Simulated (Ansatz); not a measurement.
# GeH, quartet: vertical spin and charge gaps

Geometry (PBE0/def2-TZVP stationary point for this spin):

```yaml
atoms:
  - { symbol: Ge, position_ang: [0.0000, 0.0000, 0.0000] }
  - { symbol: H, position_ang: [0.0000, 0.0000, 1.5719] }
```

Basis cc-pVTZ; Ansatz 0.2.0. Only valence electrons are correlated (noble-gas cores and the filled d shells of p-block atoms frozen). Prefix R: restricted or restricted open-shell reference. Active spaces: valence = (5e, 5o) chosen from the atoms' valence shells. No spin–orbit coupling is included, and no scalar relativity.

Gaps are energies of the second state less the first, at fixed atoms, for a selection of the levels run; each method lands on the state that its own search finds for that charge and spin.

For open shells CISD is restricted-active-space CI with the open shells as a complete middle space.

Question: PBE gives 8.126 eV for removing an electron, to the triplet. Estimate what full CI gives in cc-pVTZ.

Answer: Full CI in cc-pVTZ gives 8.180 eV, so against it PBE is off by -0.054 eV.

```json
{"level": "RHF", "gap (eV)": "7.878", "error (meV)": "-302"}
{"level": "RMP2", "gap (eV)": "8.126", "error (meV)": "-54"}
{"level": "CISD", "gap (eV)": "8.158", "error (meV)": "-22"}
{"level": "RCCSD", "gap (eV)": "8.149", "error (meV)": "-31"}
{"level": "RCCSD(T)", "gap (eV)": "8.174", "error (meV)": "-6"}
{"level": "BCCD(T)", "gap (eV)": "8.173", "error (meV)": "-7"}
{"level": "RCCSDT", "gap (eV)": "8.178", "error (meV)": "-2"}
{"level": "RCCSDT(Q)", "gap (eV)": "8.179", "error (meV)": "-1"}
{"level": "CASSCF (valence space)", "gap (eV)": "7.637", "error (meV)": "-543"}
{"level": "NEVPT2 (valence space)", "gap (eV)": "7.989", "error (meV)": "-191"}
{"level": "MRCISD (valence space)", "gap (eV)": "8.110", "error (meV)": "-70"}
{"level": "MRCISD+Q (valence space)", "gap (eV)": "8.143", "error (meV)": "-37"}
{"level": "r2SCAN", "gap (eV)": "8.309", "error (meV)": "129"}
{"level": "B3LYP", "gap (eV)": "8.061", "error (meV)": "-119"}
{"level": "wB97M-V", "gap (eV)": "8.020", "error (meV)": "-160"}
{"level": "B2PLYP", "gap (eV)": "8.001", "error (meV)": "-179"}
{"level": "RPA-PBE", "gap (eV)": "8.235", "error (meV)": "55"}
```

Sextet less quartet: 10.019 eV at full CI (quartet A2, sextet A2, in C2v).

| level | gap (eV) | error (meV) |
| --- | --- | --- |
| RHF | 8.651 | -1368 |
| RMP2 | 9.700 | -319 |
| CISD | 9.964 | -55 |
| RCCSD | 9.945 | -74 |
| RCCSD(T) | 10.003 | -16 |
| BCCD(T) | 10.004 | -15 |
| RCCSDT | 10.017 | -2 |
| RCCSDT(Q) | 10.019 | 0 |
| CASSCF (valence space) | 9.170 | -849 |
| NEVPT2 (valence space) | 9.887 | -132 |
| MRCISD (valence space) | 9.941 | -78 |
| MRCISD+Q (valence space) | 9.986 | -33 |
| PBE | 10.608 | 589 |
| r2SCAN | 10.260 | 241 |
| PBE0 | 10.341 | 322 |
| B3LYP | 10.870 | 851 |
| wB97M-V | 10.622 | 603 |
| B2PLYP | 10.551 | 532 |
| RPA-PBE | 9.985 | -34 |

Question: PBE gives -1.925 eV for doublet less quartet. Estimate what full CI gives in cc-pVTZ.

Answer: Full CI in cc-pVTZ gives -1.786 eV, so against it PBE is off by -0.139 eV.

| level | gap (eV) | error (meV) |
| --- | --- | --- |
| RHF | -1.168 | 618 |
| RMP2 | -1.684 | 102 |
| CISD | -1.700 | 86 |
| RCCSD | -1.785 | 1 |
| RCCSD(T) | -1.786 | 0 |
| BCCD(T) | -1.786 | 0 |
| RCCSDT | -1.784 | 2 |
| RCCSDT(Q) | -1.785 | 1 |
| CASSCF (valence space) | -1.522 | 264 |
| NEVPT2 (valence space) | -1.729 | 57 |
| MRCISD (valence space) | -1.798 | -12 |
| MRCISD+Q (valence space) | -1.819 | -33 |
| BLYP | -2.199 | -413 |
| r2SCAN | -1.717 | 69 |
| PBE0 | -1.844 | -58 |
| B3LYP | -2.138 | -352 |
| wB97M-V | -2.055 | -269 |
| RPA-PBE | -1.985 | -199 |

Removing an electron, to the quintet: 14.832 eV at full CI (quartet A2, quintet ion A2, in C2v).

```json
{"level": "RHF", "gap (eV)": "13.221", "error (meV)": "-1611"}
{"level": "RMP2", "gap (eV)": "14.463", "error (meV)": "-369"}
{"level": "CISD", "gap (eV)": "14.767", "error (meV)": "-65"}
{"level": "RCCSD", "gap (eV)": "14.752", "error (meV)": "-80"}
{"level": "RCCSD(T)", "gap (eV)": "14.816", "error (meV)": "-16"}
{"level": "BCCD(T)", "gap (eV)": "14.816", "error (meV)": "-16"}
{"level": "RCCSDT", "gap (eV)": "14.831", "error (meV)": "-1"}
{"level": "RCCSDT(Q)", "gap (eV)": "14.832", "error (meV)": "0"}
{"level": "CASSCF (valence space)", "gap (eV)": "13.739", "error (meV)": "-1093"}
{"level": "NEVPT2 (valence space)", "gap (eV)": "14.590", "error (meV)": "-242"}
{"level": "MRCISD (valence space)", "gap (eV)": "14.745", "error (meV)": "-87"}
{"level": "MRCISD+Q (valence space)", "gap (eV)": "14.800", "error (meV)": "-32"}
{"level": "SPW92", "gap (eV)": "15.802", "error (meV)": "970"}
{"level": "PBE", "gap (eV)": "15.507", "error (meV)": "675"}
{"level": "r2SCAN", "gap (eV)": "15.175", "error (meV)": "343"}
{"level": "PBE0", "gap (eV)": "15.246", "error (meV)": "414"}
{"level": "B3LYP", "gap (eV)": "15.669", "error (meV)": "837"}
{"level": "wB97M-V", "gap (eV)": "15.380", "error (meV)": "548"}
{"level": "B2PLYP", "gap (eV)": "15.226", "error (meV)": "394"}
{"level": "RPA-PBE", "gap (eV)": "15.004", "error (meV)": "172"}
```

Functionals correlate the shells that the reference freezes, so part of their error here is the reference's.

Full CI is exact within this basis and frozen core; it isn't the basis-set limit.
